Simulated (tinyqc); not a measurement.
Worked calculation: geometry optimisation on the UHF/sto-3g surface (energies and gradients from PySCF), for NH3+, spin multiplicity 2. One step of it, computed by the program tinyqc.

Problem. Step 3: move. Quasi-Newton step p = -H^(-1) g (the inverse Hessian comes from BFGS updates; coordinates in the order x, y, z of each atom); steps longer than 0.1 bohr are cut back (factor 0.198 here).

positions after step 2 (bohr):
```
,x,y,z
1N,0.007712,-0.086680,0.365092
2H,1.967060,-0.034877,-0.085007
3H,-0.983342,1.594437,0.030688
4H,-0.998989,-1.773347,-0.032982
```

gradient (hartree/bohr):
```
,x,y,z
1N,-0.00681101,0.00624553,0.03016783
2H,0.00382577,0.00319569,-0.01104314
3H,0.00606933,-0.01039806,-0.00891592
4H,-0.00308409,0.00095684,-0.01020876
```

inverse Hessian in use (bohr^2/hartree):
```
,1,2,3,4,5,6,7,8,9,10,11,12
1,3.742051,1.355746,0.934804,1.521173,0.107970,-0.792503,1.159187,-1.769576,0.108159,0.244256,0.305860,-0.250460
2,1.355746,5.856100,-0.238417,-1.268358,0.019721,0.316956,-0.242099,0.319333,-0.153272,0.154711,0.471513,0.074734
3,0.934804,-0.238417,11.723206,-1.531084,0.624605,-1.479897,0.802736,-1.524539,-1.865005,-0.206456,1.138351,-1.711638
4,1.521173,-1.268358,-1.531084,4.621515,-0.057672,0.785522,-0.130770,0.148728,0.199530,0.654749,1.177302,0.546032
5,0.107970,0.019721,0.624605,-0.057672,6.732724,-0.187125,0.040489,-0.089098,-0.220442,-0.090788,0.003320,-0.217039
6,-0.792503,0.316956,-1.479897,0.785522,-0.187125,7.012006,-0.082507,0.225392,0.624157,0.089488,-0.355223,0.510401
7,1.159187,-0.242099,0.802736,-0.130770,0.040489,-0.082507,6.127109,0.810685,-0.395145,-0.488859,-0.609076,-0.325084
8,-1.769576,0.319333,-1.524539,0.148728,-0.089098,0.225392,0.810685,5.457442,0.697854,0.810163,0.978990,0.601294
9,0.108159,-0.153272,-1.865005,0.199530,-0.220442,0.624157,-0.395145,0.697854,7.281257,0.087456,-0.324140,0.626258
10,0.244256,0.154711,-0.206456,0.654749,-0.090788,0.089488,-0.488859,0.810163,0.087456,6.256521,-0.874086,0.029513
11,0.305860,0.471513,1.138351,1.177302,0.003320,-0.355223,-0.609076,0.978990,-0.324140,-0.874086,5.212843,-0.458988
12,-0.250460,0.074734,-1.711638,0.546032,-0.217039,0.510401,-0.325084,0.601294,0.626258,0.029513,-0.458988,7.241646
```

Give: positions after step 3.

Solution.

positions after step 3 (bohr):
```
,x,y,z
1N,-0.0027,-0.0882,0.2830
2H,1.9802,-0.0442,-0.0600
3H,-0.9936,1.6142,0.0597
4H,-0.9914,-1.7823,-0.0049
```
